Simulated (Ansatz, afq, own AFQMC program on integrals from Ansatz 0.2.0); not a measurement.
Integrals from Ansatz 0.2.0, then the random walk in our own AFQMC program (afq).

```yaml
crystal:
  periodic: [false, false, false]
  atoms:
    - {symbol: Si, position_ang: [-0.915896, 0.000000, 0.000000]}
    - {symbol: H, position_ang: [-1.410768, 1.399708, 0.000000]}
    - {symbol: H, position_ang: [-1.410767, -0.699854, 1.212183]}
    - {symbol: H, position_ang: [-1.410768, -0.699854, -1.212182]}
    - {symbol: H, position_ang: [0.826104, 0.000000, 0.000000]}
    - {symbol: C, position_ang: [2.019104, 0.000000, -0.000001]}
    - {symbol: H, position_ang: [2.433572, 0.000000, 0.996160]}
    - {symbol: H, position_ang: [2.433572, 0.000000, -0.996162]}
basis:
  gaussian: {orbitals: cc-pVDZ}
magnetization: {spin_polarized: true, initial_magnetization: 2}
correlation: {method: ccsd_t, electrons: outside_noble_gas, hamiltonian_folder: ham}
```

```sh
$ ansatz run in.yaml --threads 1 --pin off --events-out ev --progress --plain --max-ram 16896MiB --backend cuda --devices 0, --max-vram 18GiB
```

Options of the walk:

```
--method phaseless --trial cisd --walkers 4000 --populations 20 --least-time 60 --time-step 0.005 --steps-per-block 50 --equilibration-blocks 28 --max-blocks 4000 --target-error 0.00022 --factor-cut 1e-05 --start spin_pure --seed 1412 --release-times 0.24,0.51,0.99,1.62,2.4 --release-step 0.03 --release-every 3 --taylor-order 6
```

Times are imaginary, in 1/Eh. The walk had a cap of 201 s. With eight or more populations the least sampling time is a fifth of least-time, and the error comes from their spread.

afq prints:

```
orbitals 56  electrons 8 6  factors 440 of 571
reference energy -330.14311434 Eh
CCSD correlation -0.28111375 Eh in 11 cycles, weight of the determinant in the CISD state 0.8714
energy of the start -330.422964 Eh
 block  time / (1/Eh)  mean weight  energy / Eh
     1     0.250  0.9999  -330.418290
     2     0.500  1.0000  -330.420645
     3     0.750  1.0000  -330.423104
     4     1.000  0.9999  -330.425657
     5     1.250  0.9997  -330.426852
    10     2.500  0.9999  -330.431246
    15     3.750  0.9999  -330.431215
    20     5.000  0.9998  -330.430801
    25     6.250  0.9999  -330.431236
    30     7.500  0.9997  -330.431821
    35     8.750  1.0002  -330.432144
    40    10.000  0.9997  -330.431953
    45    11.250  1.0000  -330.431452
    50    12.500  0.9999  -330.432028
    55    13.750  1.0000  -330.432051
    60    15.000  1.0000  -330.431522
    65    16.250  1.0002  -330.431144
    70    17.500  1.0004  -330.432291
    71    17.750  1.0004  -330.432780
    75    18.750  1.0001  -330.431804
    78    19.500  1.0001  -330.431800
error from the spread of 20 populations
released: time / (1/Eh)  energy / Eh  error  mean overlap
  0.24  -330.431826  0.000073  0.9982
  0.51  -330.431753  0.000064  0.9999
  0.99  -330.431903  0.000079  0.9941
  1.62  -330.431875  0.000139  0.9923
  2.40  -330.431438  0.000099  1.0038
energy -330.431861 +/- 0.000112 Eh
(rows thinned)
```

The run passed its tests (sampling time, drift between the halves within three errors, error under three times the target), which doesn't prove that it has relaxed.

Against this walk (error 3.0 meV) on the same determinant: CCSD(T) 43.2 meV higher, CCSDT(Q) 4.7 meV higher (within the noise). The error is statistical and leaves out the bias of the constraint. The released energies move by 1.5 errors or more from one time to the next (meV from the phaseless value at times in 1/Eh: 0.9 ± 2.0 at 0.24, 2.9 ± 1.7 at 0.51, -1.1 ± 2.2 at 0.99, 0 ± 4 at 1.62, 11 ± 3 at 2.40), so they give no level.

Cautions: constraint bias not in the error; lower spins were not checked.

The walk took 98 s on 1 × NVIDIA H100 80GB HBM3 with 2 threads of AMD EPYC 7R13 Processor (Zen 3) (shared host) (the card was shared). The log's last line is the phaseless energy.

CCSDT and higher add their correlation energy to the determinant of the CCSD(T) run, since their own runs factorise the integrals more tightly (a shift of under 2 meV). A walk keeps the symmetry of its determinant, which the program's search chose and which needn't be the lowest solution, so a lower state of the same spin and another symmetry isn't excluded.
